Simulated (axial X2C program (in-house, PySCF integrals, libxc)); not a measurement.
# ClSiCl: bond lengths and stretches, held linear

An exercise on one series of results from a longer session: the logs are not shown, and one member is left open.

Computed with an in-house X2C program for linear molecules on PySCF integrals. Level: all-electron X2C, two-component (2c) or spin-free, Cl dyall-av3z, Si dyall-v3z.

All values are calculated.

2 further runs of the same task are left out: 2 set aside as unsound or not needed.

Set-up of the first run:

Contents of task.json:

```json
{"zs": [17, 14, 17], "q": 0, "bas": ["dyall-av3z", "dyall-v3z", "dyall-av3z"], "r0": [2.15, 2.15], "symm": 1, "scan": ["PBE0", "HF", "PBE"], "levels": ["PBE0", "HF", "BHandHLYP"], "nst": 2}
```

Keys: zs atomic numbers; q charge; bas basis sets; r0 starting distance in Å; symm equal bonds; scan levels of the two-bond scan (MP2 follows by itself at each HF point); levels methods; nst determinants followed.

The run is started by

```
$ python solin.py task.json out
```

Masses Cl 34.969, Si 27.977, Cl 34.969 u.

Steps of the session up to this table: Scan at PBE0, 2c; Scan at HF, 2c; Scan at PBE, 2c.

One table of the session follows, with a row left open; its other results are not shown here.

```
          level  r(Cl–Si) (Å)  r(Si–Cl) (Å)  lower stretch (cm⁻¹)  upper stretch (cm⁻¹)
       PBE0, 2c         2.208         2.208                 302.9                 417.6
         HF, 2c         2.235         2.235                 296.6                 327.9
        PBE, 2c         2.227         2.227                 293.0                 413.0
        MP2, 2c         2.193         2.193                 306.4                 437.5
PBE0, spin-free         2.207         2.207                 303.0                 417.6
  HF, spin-free             ?             ?                     ?                     ?
 PBE, spin-free         2.227         2.227                 293.1                 413.1
 MP2, spin-free         2.193         2.193                 306.4                 437.5
```

Q: Estimate the row for HF, spin-free from the others.

The run gave: r(Cl–Si) (Å): 2.234; r(Si–Cl) (Å): 2.234; lower stretch (cm⁻¹): 296.7; upper stretch (cm⁻¹): 327.9. In the column «r(Cl–Si) (Å)» it lies between PBE, spin-free (2.227) and HF, 2c (2.235).

Scans not shown above were run alike.

The upper stretch spreads by more than a fifth over the levels, so it depends strongly on the method. MP2 freezes inner shells (threshold -2 hartree). The molecule was held linear; bending was not examined, so a bent shape may lie lower.
